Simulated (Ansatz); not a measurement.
Energy needed to pull apart CH₃ (SMILES [CH3]), doublet, into free ground-state atoms, from the structure below (displaced at random from its PBE0-D4/def2-TZVP minimum); no zero-point or spin–orbit terms; open-shell atoms are treated unrestricted, in their ground-state multiplicity.

```
4
angstrom
C -0.0440 0.0407 0.0127
H 0.0067 0.7861 0.6038
H -0.9393 -0.1432 -0.6121
H 0.6427 -0.7531 0.0952
```

Ansatz 0.2.0; basis: def2-TZVPP; cores frozen in the correlated methods; orbitals are unrestricted.

```tsv
method	atomization energy (kJ/mol)
PBE-D4	1257
r2SCAN-D4	1264
PBE0-D4	1252
wB97M-V	?
HF	?
MP2	1218
CCSD	1218
CCSD(T)	1224
```

Problem. What does wB97M-V give? (To be estimated.)

Solution. Computed: 1249 kJ/mol, which is about 25 kJ/mol more than CCSD(T)/def2-TZVPP.

Problem. What does HF give? (To be estimated.)

Solution. Computed: 979 kJ/mol, which is about 245 kJ/mol less than CCSD(T)/def2-TZVPP.

In triple zeta the MP2 and coupled-cluster atomization energies are still short of their basis limit by a few kcal/mol a bond, whereas those of the functionals are nearly converged, so these differences are not deviations from converged CCSD(T).

T1 diagnostic: at most 0.008. ⟨S²⟩ of the unrestricted Hartree–Fock references: 0.76 (a pure state has 0.75).

For scale, one of the runs: CCSD(T)/def2-TZVPP forces, 73 basis functions (an equivalent command: `ansatz run in.yaml --threads 2`). Hardware: 2 CPU threads, shared host. Wall time about 5.5 s.
